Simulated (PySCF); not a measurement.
P2.
SMILES: `P#P`

The calculation used PBE0/def2-TZVP geometry optimisation, gas phase (PySCF 2.14.0).

Masses are those of the commonest isotopes; rigid-rotor values at the optimised geometry. 

**Question.** What are the moment of inertia and the rotational constant?

**Answer.** I = 54.829 u·Å², B = 505379 MHz·u·Å²/I = 9217 MHz (0.3075 cm⁻¹, or 0.442 K as hB/k). For two atoms I = μr² with μ = 15.4869 u and r = 1.8816 Å.

**Question.** List the first levels of a rigid rotor in a Σ state.

**Answer.** E(J) = BJ(J+1): J = 1: 0.615, J = 2: 1.845, J = 3: 3.689, J = 4: 6.149, J = 5: 9.224, J = 6: 12.913 cm⁻¹.

**Question.** Has it a pure rotational spectrum?

**Answer.** Not by electric dipole: D∞h allows no dipole (computed 0.00 D). Rotational Raman lines (ΔJ = 2) lie at B(4J + 6), spaced by 4B = 1.230 cm⁻¹, with nuclear-spin weights that differ between even and odd J.

**Question.** Estimate the classical rotational partition function at 25 K, 50 K and 298.15 K.

**Answer.** Point group D∞h, symmetry number σ = 2; q = kT/(σhB), k/h = 20836.6 MHz/K: 28.3 at 25 K, 56.5 at 50 K, 337 at 298.15 K.

Not checked by PBE0/def2-TZVP frequencies. No vibrational averaging or centrifugal distortion is included, and the geometry carries the error of its method.
